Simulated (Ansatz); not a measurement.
**HAl–AlH, singlet along the twist about Al1-Al2**

Starting geometry (PBE0/def2-TZVP stationary point for this spin, not checked as a minimum):

```xyz
4

Al    0.0000   -0.1535    1.3084
Al    0.0000    0.1535   -1.3084
H     0.0000    1.1439    2.2825
H     0.0000   -1.1439   -2.2825
```

From there one end is turned about the bond, all else rigid; atoms are numbered as listed. Energies are in kJ/mol, counted from the starting geometry at the same level.

Basis 6-31G; Ansatz 0.2.0. Correlated methods freeze the noble-gas cores. Prefix R: restricted or restricted open-shell reference.

The reference follows the lowest state, whose symmetry changes along the scan.

Full CI is exact within this basis and frozen core; it isn't the basis-set limit.

| twist about Al1-Al2 (°) | RCCSD |
| --- | --- |
| 0.0 | 0.0 |
| 17.3 | 0.6 |
| 33.0 | 2.2 |
| 46.7 | 4.8 |
| 57.1 | 7.7 |
| 72.7 | 13.7 |
| 90.0 | 23.3 |
| 120.0 | 48.1 |
| 150.0 | 80.6 |
| 180.0 | 101.1 |

**Question.** Estimate the full CI curve in 6-31G from this one, knowing how RCCSD errs.

**Answer.** The computed full CI values, in kJ/mol from the starting point, and the error of RCCSD against them:
```csv
twist about Al1-Al2 (°),full CI,RCCSD less full CI
0.0,0.0,0.0
17.3,0.5,0.1
33.0,2.0,0.2
46.7,4.3,0.5
57.1,6.9,0.7
72.7,12.5,1.2
90.0,21.4,1.9
120.0,44.3,3.8
150.0,73.0,7.7
180.0,89.1,12.0
```

Full CI's occupations show more than one leading determinant at 150.0, 180.0.

The error spans 12.0 kJ/mol and is largest, 12.0 kJ/mol, at 180.0 °.
